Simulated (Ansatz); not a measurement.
# Two structures, one formula

Two relaxed structures of CH4AlS, doublet (PBE0-D4/def2-TZVP; forces vanish, vibrations not checked).

A:

C1  (-0.774, 0.508, -0.228)
Al2  (0.885, -0.447, 0.132)
S3  (0.922, -2.027, 1.627)
H4  (-0.647, 1.576, -0.022)
H5  (-1.611, 0.143, 0.370)
H6  (-1.042, 0.416, -1.285)
H7  (2.267, -0.169, -0.593)
(Å)

B:

```tsv
atom	x (Å)	y (Å)	z (Å)
C1	-0.6786	0.4829	-0.2709
Al2	1.0641	-1.8842	2.0259
S3	0.6443	-0.7588	-0.1084
H4	-0.4329	1.3819	0.2913
H5	-1.5708	0.0212	0.1499
H6	-0.8420	0.7160	-1.3233
H7	1.6196	0.0014	-0.6616
```

Program: Ansatz 0.2.0. Basis: def2-TZVPP. Cores are frozen in the correlated methods; orbitals are unrestricted. B3LYP uses VWN-RPA correlation.

(1) Which structure is lower at CCSD(T), and by how much? (To be estimated.)

The T1 diagnostic stays at or below 0.024. ⟨S²⟩ of the unrestricted Hartree–Fock references: 0.76 to 0.80 (a pure state has 0.75).

Results:

(1) By the calculation: A, by 171.3 kJ/mol (electronic energy, against the other). By their contacts, A is CH₄AlS ([CH3][AlH][S]) and B is CH₄AlS ([CH3][SH][Al]).

All methods give the same order:

```csv
method,E(B) − E(A) (kJ/mol)
PBE-D4,134.2
r2SCAN-D4,168.7
PBE0-D4,149.9
B3LYP-D4,160.8
wB97M-V,170.2
HF,217.5
MP2,178.1
CCSD,178.5
CCSD(T),171.3
```

Labels in which every atom is bracketed show which atoms are joined, not bond orders.

For scale, one of the runs: CCSD(T)/def2-TZVPP, 171 basis functions, launched by `ansatz run in.yaml --threads 2 --pin off --events-out ev --progress --plain --max-ram 4352MiB`. The run took 82 s on 2 CPU threads of an Arm Neoverse V2 (shared host), with 3.2 GiB of host memory at its peak.
